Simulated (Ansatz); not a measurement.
```yaml
crystal:
  periodic: [false, false, false]
  atoms:
    - {symbol: Ag, position_ang: [-0.563724, -0.111289, -0.196237]}
    - {symbol: Si, position_ang: [1.907802, 0.399834, 0.703808]}
    - {symbol: H, position_ang: [1.968848, -1.098842, 0.685672]}
    - {symbol: H, position_ang: [3.218214, 0.749038, 1.314800]}
    - {symbol: H, position_ang: [1.982304, 1.118743, -0.610614]}
basis:
  gaussian: {orbitals: def2-TZVP}
magnetization: {spin_polarized: true, initial_magnetization: 2}
hamiltonian: {xc: pbe0}
relax: {f_tol: 0.004, max_steps: 80}
```

```sh
$ ansatz run in.yaml --threads 1 --pin off --events-out ev --progress --plain --max-ram 2176MiB
```

Steps of the relaxation (energy above the last step; positions in Å, forces in eV/Å):

```
5
step 1, 170.4 meV
Ag   -0.564   -0.111   -0.196   -0.200   -0.087   -0.151
Si    1.908    0.400    0.704    0.744    0.064    0.117
H     1.969   -1.099    0.686   -0.340    0.056   -0.193
H     3.218    0.749    1.315    0.137    0.160    0.274
H     1.982    1.119   -0.611   -0.341   -0.193   -0.048
```

```
5
step 2, 72.0 meV
Ag   -0.546   -0.124   -0.217   -0.185   -0.069   -0.120
Si    1.993    0.410    0.723    0.217   -0.028   -0.046
H     1.884   -1.092    0.637   -0.010    0.273    0.003
H     3.284    0.789    1.385   -0.010   -0.044   -0.076
H     1.898    1.074   -0.629   -0.012   -0.132    0.239
```

```
5
step 3, 75.4 meV
Ag   -0.580   -0.197   -0.343   -0.124   -0.039   -0.067
Si    2.015    0.438    0.770    0.770    0.575    0.991
H     1.830   -0.992    0.687   -0.156   -0.918   -0.009
H     3.406    0.739    1.300   -0.341   -0.062   -0.110
H     1.843    1.068   -0.517   -0.148    0.444   -0.805
```

```
5
step 6, 5.6 meV
Ag   -0.675   -0.259   -0.450   -0.043   -0.009   -0.016
Si    2.086    0.469    0.824    0.018   -0.008   -0.014
H     1.796   -0.992    0.758    0.011    0.012    0.012
H     3.496    0.709    1.249    0.003    0.002    0.003
H     1.809    1.131   -0.483    0.011    0.004    0.016
```

```
5
step 7, 3.3 meV
Ag   -0.714   -0.282   -0.489   -0.031   -0.004   -0.008
Si    2.107    0.474    0.833    0.008    0.015    0.026
H     1.789   -0.980    0.782    0.017   -0.003   -0.006
H     3.528    0.699    1.232   -0.010   -0.004   -0.008
H     1.802    1.146   -0.460    0.017   -0.004   -0.005
```

```
5
step 9, 0.3 meV
Ag   -0.846   -0.310   -0.540   -0.005    0.001    0.001
Si    2.143    0.483    0.848   -0.020   -0.008   -0.014
H     1.820   -0.970    0.797    0.009    0.015   -0.003
H     3.564    0.701    1.237    0.007    0.002    0.003
H     1.833    1.154   -0.444    0.009   -0.009    0.012
```

```
5
step 11, 0.0 meV
Ag   -0.885   -0.304   -0.530    0.000    0.000    0.000
Si    2.144    0.479    0.841    0.001    0.000    0.000
H     1.844   -0.977    0.782    0.000    0.000    0.000
H     3.554    0.716    1.262   -0.001    0.000    0.000
H     1.857    1.144   -0.458    0.000    0.000    0.000
```

Close pairs at the end: Si2–H3 1.488 Å, Si2–H5 1.488 Å, Si2–H4 1.490 Å, Ag1–Si2 3.416 Å.

A stationary point of unrestricted PBE0 after 11 steps, with ⟨S²⟩ = 2.004 against 2.00 for a pure state; no frequencies were run, so it isn't proven a minimum. 27 s on 1 thread of Intel Xeon 6975P-C, shared host.
